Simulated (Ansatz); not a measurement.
Level of theory: frozen-core CCSD(T)/def2-TZVPP // B3LYP-D3(BJ)/def2-SVP (Ansatz, a quantum-chemistry and plane-wave program).

Ansatz 0.2 input:
```yaml
crystal:
  periodic: [false, false, false]
  atoms:
    - { symbol: C, position_ang: [-0.488221, 0.001794, -0.005933] }
    - { symbol: C, position_ang: [0.970809, -0.00357, 0.011799] }
    - { symbol: N, position_ang: [2.128754, -0.007821, 0.025872] }
    - { symbol: H, position_ang: [-0.865727, -0.810525, -0.645205] }
    - { symbol: H, position_ang: [-0.883394, -0.139547, 1.011368] }
    - { symbol: H, position_ang: [-0.862221, 0.95967, -0.397901] }
basis:
  gaussian: { orbitals: def2-TZVPP }
correlation:
  method: ccsd_t
```

Output:

```
Functional definition: HF
806 factors; integrals over basis functions are off by at most 1.2e-3 eV
mean field evaluation 1: about -3588.5746 eV, gradient 3.2e1 eV
mean field evaluation 2: about -3588.5824 eV, gradient 3.2e1 eV
mean field evaluation 4: about -3591.1990 eV, gradient 4.4e0 eV
mean field evaluation 8: about -3591.2721 eV, gradient 3.0e-4 eV
mean field evaluation 16: about -3591.2631 eV, gradient 2.9e-1 eV
mean field -3591.27206501 eV, -131.9768141376 hartree, gradient 1.9e-6 eV, S^2 0.000000; 0 other end points of the search recorded, 0 dependent functions left out
3 core orbitals not correlated
reference -3591.27206501 eV, -131.9768141376 hartree; 8, 8 occupied and 124, 124 virtual orbitals, 806 factors
second order -14.00381648 eV of doubles, -0.00000000 eV of singles
cycle   1  -13.87625609 eV  change    1.3e-1 eV  update   9.3e-2
cycle   2  -14.30306887 eV  change   -4.3e-1 eV  update   2.8e-2
cycle   3  -14.39543437 eV  change   -9.2e-2 eV  update   1.3e-2
cycle   4  -14.39414158 eV  change    1.3e-3 eV  update   3.2e-3
cycle   5  -14.39690082 eV  change   -2.8e-3 eV  update   1.3e-3
cycle   6  -14.39731571 eV  change   -4.1e-4 eV  update   3.0e-4
cycle   7  -14.39736752 eV  change   -5.2e-5 eV  update   8.2e-5
cycle   8  -14.39741634 eV  change   -4.9e-5 eV  update   2.1e-5
cycle   9  -14.39742392 eV  change   -7.6e-6 eV  update   6.6e-6
perturbative correction -0.68017150 eV, -0.0249958414 hartree
Total energy: -3606.34966043 eV, -132.5309055491 hartree
```

Cost: roughly 10 core-seconds.
